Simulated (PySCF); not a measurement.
Gas-phase reaction: H2CSiH2 + 2 SiHF3 = 3 SiHF2 + CH3

Method: PySCF energies (xtb for GFN2) plus ideal-gas RRHO corrections (1 bar). † marks an energy on the PBE0/def2-TZVP geometry and frequencies; other levels use their own. CCSD(T) freezes the core. Open shells (unrestricted): SiHF2 (multiplicity 2), CH3 (multiplicity 2); the rest are closed-shell singlets. GFN2 has no spin-polarisation term. H2CSiH2, SiHF2: computed as isolated molecules; such fragments, hydroxides, amides, oligomers or adducts are transient or little studied in the gas. CCSD(T) isn't extrapolated to the basis-set limit.

ωB97X-V/def2-TZVP† gives ΔH°(298 K) = 572 kJ.

Q: What do r2SCAN/def2-TZVP†, CCSD(T)/def2-TZVPP†, GFN2-xTB give?

A: r2SCAN/def2-TZVP†: 521 kJ; CCSD(T)/def2-TZVPP†: 587 kJ; GFN2-xTB: 646 kJ. For scale, ΔH°(298 K) is 572 kJ at this level, 591 kJ at ωB97M-V/def2-TZVP†, and runs from 392 to 646 kJ over the 20 levels computed.
